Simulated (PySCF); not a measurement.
CH$_{3}$O, doublet, geometry from GFN2-xTB of the parent state (the spin is typed, not shown lowest); TPSS/3-21G run with PySCF.

Input for PySCF:
```python
from pyscf import gto, scf, dft

mol = gto.M(
    atom='''
C    -0.513902    0.076268    0.022236
O     0.764491   -0.113457   -0.033078
H    -1.000216   -0.074947    1.060916
H    -0.878623    1.133456   -0.273663
H    -1.153683   -0.608455   -0.656041
''',
    basis='3-21g',
    charge=0,
    spin=1,
    verbose=4,
)

mf = dft.ROKS(mol)
mf.xc = 'tpss'
mf.kernel()
```

It wrote (shortened):

```
PySCF version 2.14.0

[INPUT] verbose = 4
[INPUT] num. atoms = 5
[INPUT] num. electrons = 17
[INPUT] charge = 0
[INPUT] spin (= nelec alpha-beta = 2S) = 1
[INPUT] symmetry False subgroup None
[INPUT] Mole.unit = angstrom
[INPUT] Symbol           X                Y                Z      unit          X                Y                Z       unit  Magmom
[INPUT]  1 C     -0.513902000000   0.076268000000   0.022236000000 AA   -0.971134034866   0.144125632068   0.042019950106 Bohr   0.0
[INPUT]  2 O      0.764491000000  -0.113457000000  -0.033078000000 AA    1.444678614695  -0.214402656915  -0.062508360748 Bohr   0.0
[INPUT]  3 H     -1.000216000000  -0.074947000000   1.060916000000 AA   -1.890134305408  -0.141629303858   2.004840681169 Bohr   0.0
[INPUT]  4 H     -0.878623000000   1.133456000000  -0.273663000000 AA   -1.660356836744   2.141921414245  -0.517148120427 Bohr   0.0
[INPUT]  5 H     -1.153683000000  -0.608455000000  -0.656041000000 AA   -2.180144904567  -1.149813309122  -1.239737816486 Bohr   0.0

nuclear repulsion = 34.8653223958966
number of shells = 16
number of NR pGTOs = 39
number of NR cGTOs = 24
basis = 3-21g
ecp = {}

******** <class 'pyscf.dft.roks.ROKS'> ********
method = ROKS
initial guess = minao
damping factor = 0
level_shift factor = 0
DIIS = <class 'pyscf.scf.diis.CDIIS'>
diis_start_cycle = 1
diis_space = 8
diis_damp = 0
SCF conv_tol = 1e-09
SCF conv_tol_grad = None
SCF max_cycles = 50
direct_scf = True
direct_scf_tol = 1e-13
num. doubly occ = 8  num. singly occ = 1
XC library pyscf.dft.libxc version 7.1.2
    S. Lehtola, C. Steigemann, M. J. T. Oliveira, and M. A. L. Marques,  SoftwareX 7, 1–5 (2018)
XC functionals = tpss
    J. Tao, J. P. Perdew, V. N. Staroverov, and G. E. Scuseria,  Phys. Rev. Lett. 91, 146401 (2003)
    J. P. Perdew, J. Tao, V. N. Staroverov, and G. E. Scuseria,  J. Chem. Phys. 120, 6898 (2004)
    J. Tao, J. P. Perdew, V. N. Staroverov, and G. E. Scuseria,  Phys. Rev. Lett. 91, 146401 (2003)
    J. P. Perdew, J. Tao, V. N. Staroverov, and G. E. Scuseria,  J. Chem. Phys. 120, 6898 (2004)
radial grids:
    Treutler-Ahlrichs [JCP 102, 346 (1995); DOI:10.1063/1.469408] (M4) radial grids

becke partition: Becke, JCP 88, 2547 (1988); DOI:10.1063/1.454033
pruning grids: <function nwchem_prune>
grids dens level: 3
symmetrized grids: False
atomic radii adjust function: <function treutler_atomic_radii_adjust>
small_rho_cutoff = 0
Set gradient conv threshold to 3.16228e-05
tot grids = 57624
init E= -114.412813586829
  HOMO = -0.302501799996486  LUMO = 0.0738711403020207  gap/eV = 10.24163
cycle= 1 E= -114.327937265241  delta_E= 0.0849  |g|= 0.558  |ddm|= 1.39
  HOMO = -0.0521133634023245  LUMO = 0.0665478894292018  gap/eV = 3.22894
cycle= 2 E= -113.924449723204  delta_E= 0.403  |g|=  1.4  |ddm|= 2.14
  HOMO = -0.19545241905234  LUMO = 0.0968577648894713  gap/eV = 7.95417
cycle= 3 E= -114.412092667942  delta_E= -0.488  |g|= 0.11  |ddm|= 1.55
  HOMO = -0.1985243729787  LUMO = 0.094715387945044  gap/eV = 7.97946
cycle= 4 E= -114.411604774284  delta_E= 0.000488  |g|= 0.0876  |ddm|= 1.08
  HOMO = -0.204910269380166  LUMO = 0.0984340993901727  gap/eV = 8.25442
cycle= 5 E= -114.415253387106  delta_E= -0.00365  |g|= 0.0402  |ddm|= 0.0779
  HOMO = -0.205758817475637  LUMO = 0.0992497414714815  gap/eV = 8.29971
cycle= 6 E= -114.412467923855  delta_E= 0.00279  |g|= 0.0863  |ddm|= 1.06
  HOMO = -0.205657409411583  LUMO = 0.100038191173884  gap/eV = 8.31840
cycle= 7 E= -114.412608988385  delta_E= -0.000141  |g|= 0.0843  |ddm|= 0.00704
  HOMO = -0.205356523577218  LUMO = 0.100206487565881  gap/eV = 8.31479
cycle= 8 E= -114.41233864523  delta_E= 0.00027  |g|= 0.088  |ddm|= 0.00453
  HOMO = -0.210245392768596  LUMO = 0.100650109741024  gap/eV = 8.45990
cycle= 9 E= -114.414515343991  delta_E= -0.00218  |g|= 0.0588  |ddm|= 1.06
  HOMO = -0.209315703363138  LUMO = 0.100606128107672  gap/eV = 8.43340
cycle= 10 E= -114.414005996784  delta_E= 0.000509  |g|= 0.0673  |ddm|= 0.0127
  HOMO = -0.205528492695862  LUMO = 0.100142819720517  gap/eV = 8.31774
cycle= 11 E= -114.4110923887  delta_E= 0.00291  |g|= 0.105  |ddm|= 1.05
  HOMO = -0.203864635274528  LUMO = 0.0997552394005012  gap/eV = 8.26192
cycle= 12 E= -114.409674952133  delta_E= 0.00142  |g|= 0.119  |ddm|= 0.0271
  HOMO = -0.204221676498472  LUMO = 0.099767183721621  gap/eV = 8.27196
cycle= 13 E= -114.410142853121  delta_E= -0.000468  |g|= 0.115  |ddm|= 0.00653
  HOMO = -0.204809583764497  LUMO = 0.0999179427327967  gap/eV = 8.29206
cycle= 14 E= -114.410674817975  delta_E= -0.000532  |g|= 0.109  |ddm|= 0.00814
  HOMO = -0.205906660976426  LUMO = 0.100200896627895  gap/eV = 8.32961
cycle= 15 E= -114.411500002534  delta_E= -0.000825  |g|= 0.101  |ddm|= 0.0124
  HOMO = -0.21007270230469  LUMO = 0.101066901312985  gap/eV = 8.46654
cycle= 16 E= -114.413662978965  delta_E= -0.00216  |g|= 0.076  |ddm|= 0.0428
  HOMO = -0.211367206419316  LUMO = 0.100699651061654  gap/eV = 8.49177
cycle= 17 E= -114.414476710962  delta_E= -0.000814  |g|= 0.062  |ddm|= 1.06
  HOMO = -0.205362148447042  LUMO = 0.100442273778758  gap/eV = 8.32136
cycle= 18 E= -114.409545184219  delta_E= 0.00493  |g|= 0.12  |ddm|= 0.0896
  HOMO = -0.211745047051232  LUMO = 0.101106436788208  gap/eV = 8.51312
cycle= 19 E= -114.414281472879  delta_E= -0.00474  |g|= 0.0666  |ddm|= 0.241
  HOMO = -0.211680238918262  LUMO = 0.101048389886033  gap/eV = 8.50978
cycle= 20 E= -114.414333288226  delta_E= -5.18e-05  |g|= 0.0656  |ddm|= 1.03
  HOMO = -0.210489149863783  LUMO = 0.101032527746979  gap/eV = 8.47694
cycle= 21 E= -114.413706193501  delta_E= 0.000627  |g|= 0.0753  |ddm|= 0.0218
  HOMO = -0.211694147732328  LUMO = 0.101057780236002  gap/eV = 8.51041
cycle= 22 E= -114.414306764231  delta_E= -0.000601  |g|= 0.066  |ddm|= 0.0178
  HOMO = -0.212153596422163  LUMO = 0.101067029056215  gap/eV = 8.52317
cycle= 23 E= -114.41463660193  delta_E= -0.00033  |g|= 0.0604  |ddm|= 0.705
  HOMO = -0.211491266423212  LUMO = 0.101098625739406  gap/eV = 8.50600
cycle= 24 E= -114.414380099137  delta_E= 0.000257  |g|= 0.0643  |ddm|= 0.637
  HOMO = -0.211524545124057  LUMO = 0.101153661711332  gap/eV = 8.50841
cycle= 25 E= -114.414565518842  delta_E= -0.000185  |g|= 0.0613  |ddm|= 1.03
  HOMO = -0.211258377657307  LUMO = 0.101039951342093  gap/eV = 8.49807
cycle= 26 E= -114.414206286541  delta_E= 0.000359  |g|= 0.0674  |ddm|= 0.114
  HOMO = -0.206450401777392  LUMO = 0.100678113063346  gap/eV = 8.35739
cycle= 27 E= -114.410930390136  delta_E= 0.00328  |g|= 0.107  |ddm|= 0.0671
  HOMO = -0.211357211378853  LUMO = 0.101114560654466  gap/eV = 8.50279
cycle= 28 E= -114.414121027918  delta_E= -0.00319  |g|= 0.069  |ddm|= 1.05
  HOMO = -0.208770565187095  LUMO = 0.100920467424971  gap/eV = 8.42712
cycle= 29 E= -114.412617249329  delta_E= 0.0015  |g|= 0.0896  |ddm|= 0.0852
  HOMO = -0.211369091237671  LUMO = 0.101099491522426  gap/eV = 8.50270
cycle= 30 E= -114.414103550444  delta_E= -0.00149  |g|= 0.0693  |ddm|= 0.0307
  HOMO = -0.211519794473614  LUMO = 0.101054971990553  gap/eV = 8.50559
cycle= 31 E= -114.414314990792  delta_E= -0.000211  |g|= 0.0658  |ddm|= 1.06
  HOMO = -0.211610289224653  LUMO = 0.101050040413712  gap/eV = 8.50792
cycle= 32 E= -114.414342706949  delta_E= -2.77e-05  |g|= 0.0654  |ddm|= 0.0468
  HOMO = -0.212038964202048  LUMO = 0.101087389289443  gap/eV = 8.52060
cycle= 33 E= -114.414475375649  delta_E= -0.000133  |g|= 0.0635  |ddm|= 0.172
  HOMO = -0.21178371856473  LUMO = 0.101127590445773  gap/eV = 8.51475
cycle= 34 E= -114.414365153444  delta_E= 0.00011  |g|= 0.0653  |ddm|= 0.235
  HOMO = -0.211914932738408  LUMO = 0.101107277049294  gap/eV = 8.51777
cycle= 35 E= -114.414193018173  delta_E= 0.000172  |g|= 0.0683  |ddm|= 1.03
  HOMO = -0.204402646932965  LUMO = 0.100384043264837  gap/eV = 8.29367
cycle= 36 E= -114.408719346838  delta_E= 0.00547  |g|= 0.127  |ddm|= 1.04
  HOMO = -0.212311420849477  LUMO = 0.101107234835246  gap/eV = 8.52856
cycle= 37 E= -114.414589886078  delta_E= -0.00587  |g|= 0.0615  |ddm|= 0.101
  HOMO = -0.205055279346851  LUMO = 0.100380403877118  gap/eV = 8.31133
cycle= 38 E= -114.409638371278  delta_E= 0.00495  |g|= 0.121  |ddm|= 1.05
  HOMO = -0.206804869885372  LUMO = 0.100710488073096  gap/eV = 8.36792
cycle= 39 E= -114.411029239842  delta_E= -0.00139  |g|= 0.108  |ddm|= 0.0222
  HOMO = -0.206554707496319  LUMO = 0.10065686266778  gap/eV = 8.35965
cycle= 40 E= -114.410824840444  delta_E= 0.000204  |g|= 0.11  |ddm|= 0.00964
  HOMO = -0.208044424027432  LUMO = 0.100879280091529  gap/eV = 8.40624
cycle= 41 E= -114.412018717913  delta_E= -0.00119  |g|= 0.097  |ddm|= 0.0241
  HOMO = -0.211352380244631  LUMO = 0.101227326027612  gap/eV = 8.50573
cycle= 42 E= -114.414193433138  delta_E= -0.00217  |g|= 0.0682  |ddm|= 0.315
  HOMO = -0.211842328706449  LUMO = 0.101198366952383  gap/eV = 8.51827
cycle= 43 E= -114.414450766697  delta_E= -0.000257  |g|= 0.064  |ddm|= 0.173
  HOMO = -0.209368143872399  LUMO = 0.101113060461338  gap/eV = 8.44862
cycle= 44 E= -114.412945383599  delta_E= 0.00151  |g|= 0.0861  |ddm|= 0.429
  HOMO = -0.205085592680704  LUMO = 0.1004515619524  gap/eV = 8.31409
cycle= 45 E= -114.409306487566  delta_E= 0.00364  |g|= 0.123  |ddm|= 1.04
  HOMO = -0.205590991081563  LUMO = 0.100517541120715  gap/eV = 8.32964
cycle= 46 E= -114.409697152831  delta_E= -0.000391  |g|= 0.119  |ddm|= 0.0133
  HOMO = -0.207358320636149  LUMO = 0.100811690791546  gap/eV = 8.38573
cycle= 47 E= -114.411560922945  delta_E= -0.00186  |g|= 0.101  |ddm|= 0.136
  HOMO = -0.206649016784366  LUMO = 0.100899412173942  gap/eV = 8.36882
cycle= 48 E= -114.411193094734  delta_E= 0.000368  |g|= 0.105  |ddm|= 0.122
  HOMO = -0.209739147252288  LUMO = 0.100528814704519  gap/eV = 8.44282
cycle= 49 E= -114.413282035141  delta_E= -0.00209  |g|= 0.0789  |ddm|= 0.976
  HOMO = -0.205919609868054  LUMO = 0.100633077885575  gap/eV = 8.34172
cycle= 50 E= -114.411203340466  delta_E= 0.00208  |g|= 0.103  |ddm|= 0.965
SCF not converged.
SCF energy = -114.411203340466
```

The run did not converge; its last values are not results.
